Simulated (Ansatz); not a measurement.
A run on `CC1=CC(O)S1` with other settings.

```yaml
crystal:
  periodic: [false, false, false]
  atoms:
    - {symbol: C, position_ang: [-0.949006, -0.017637, 1.796034]}
    - {symbol: C, position_ang: [-0.392389, -0.028408, 0.429512]}
    - {symbol: C, position_ang: [0.804643, -0.320343, -0.090192]}
    - {symbol: C, position_ang: [0.488210, -0.222500, -1.551179]}
    - {symbol: O, position_ang: [1.216687, 0.621730, -2.354960]}
    - {symbol: S, position_ang: [-1.268797, 0.306830, -1.075980]}
    - {symbol: H, position_ang: [-1.769124, -0.736282, 1.880686]}
    - {symbol: H, position_ang: [-0.181266, -0.274693, 2.527757]}
    - {symbol: H, position_ang: [-1.355452, 0.966762, 2.043151]}
    - {symbol: H, position_ang: [1.732863, -0.623030, 0.380422]}
    - {symbol: H, position_ang: [0.414655, -1.182263, -2.065133]}
    - {symbol: H, position_ang: [1.336077, 1.454633, -1.886218]}
basis:
  gaussian: {orbitals: cc-pVTZ, fitting: {mean_field: cc-pVTZ-jkfit}}
hamiltonian: {xc: {name: revPBE}, dispersion: d4}
output: {forces: true}
```

```sh
$ ansatz run in.yaml --threads 4 --pin off --events-out ev --progress --plain --max-ram 10444MiB
```

Output, abridged:

```
Functional definition: revPBE
696 factors; integrals over basis functions are off by at most 6.8e-1 eV
mean field evaluation 1: about -17107.8739 eV, gradient 8.9e1 eV
mean field evaluation 2: about -17049.7144 eV, gradient 1.7e2 eV
mean field evaluation 4: about -17124.1642 eV, gradient 2.7e1 eV
mean field evaluation 8: about -17125.9634 eV, gradient 3.2e-1 eV
mean field evaluation 16: about -17125.9613 eV, gradient 1.4e-4 eV
mean field -17125.96134916 eV, -629.3674711880 hartree, gradient 2.3e-5 eV, S^2 0.000000; 0 other end points of the search recorded, 0 dependent functions left out
reference -17125.96139811 eV, -629.3674729871 hartree; 27, 27 occupied and 241, 241 virtual orbitals, 696 factors
Total energy: -17126.89572961 eV, -629.4018090364 hartree
Atom 0 at    -0.949006    -0.017637     1.796034 Å, force    -0.035538     0.005382     0.063452 eV/Å
Atom 1 at    -0.392389    -0.028408     0.429512 Å, force    -0.289059     0.065870     0.380696 eV/Å
Atom 2 at     0.804643    -0.320343    -0.090192 Å, force     0.709175    -0.181475     0.038669 eV/Å
Atom 3 at     0.488210    -0.222500    -1.551179 Å, force     0.184550    -0.298170     0.070182 eV/Å
Atom 4 at     1.216687     0.621730    -2.354960 Å, force     0.334135    -0.003599    -0.761068 eV/Å
Atom 5 at    -1.268797     0.306830    -1.075980 Å, force    -0.999260     0.287027    -0.323379 eV/Å
Atom 6 at    -1.769124    -0.736282     1.880686 Å, force    -0.188686    -0.148205     0.035411 eV/Å
Atom 7 at    -0.181266    -0.274693     2.527757 Å, force     0.164224    -0.055143     0.164181 eV/Å
Atom 8 at    -1.355452     0.966762     2.043151 Å, force    -0.103704     0.210006     0.071960 eV/Å
Atom 9 at     1.732863    -0.623030     0.380422 Å, force     0.205898    -0.072465     0.098951 eV/Å
Atom 10 at     0.414655    -1.182263    -2.065133 Å, force    -0.032774    -0.210823    -0.121062 eV/Å
Atom 11 at     1.336077     1.454633    -1.886218 Å, force     0.051039     0.401595     0.282007 eV/Å
Dipole moment:     0.174090     0.020178     0.411823 e Å
```

It took 2.6 s on 4 threads of an Intel Xeon Platinum 8259CL on a shared host, with 0.51 GiB of host memory at the peak.
